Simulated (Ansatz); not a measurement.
We consider rock-salt RbBr, described by LC-ωPBE in Ansatz (plane waves, PAW).

Numerical settings: plane-wave cutoff 460 eV, 6×6×6 k mesh, Fermi–Dirac smearing 0.01 eV, scalar-relativistic PAW data made under PBE.

The cell is scaled about its equilibrium volume:

```
V (Å³/atom)  P (GPa)  direct gap at Γ (eV)
-----------  -------  --------------------
39.767          0.79                10.652
40.283          0.58                10.616
40.814          0.38                10.580
41.860          0.04                10.511
42.907         -0.26                10.445
43.953         -0.52                10.382
```

A straight line through the gaps at Γ against ln V gives a volume deformation potential dE_g(Γ)/d ln V of -2.7 eV: the gap at Γ widens under compression.

Measured, for comparison: band gap 7.2 eV (temperature not stated, no zero-point or thermal correction; as tabulated in Aguado et al. (1998), arXiv:cond-mat/9809176).

Spin–orbit coupling is not included.

Ansatz is a first-principles code.
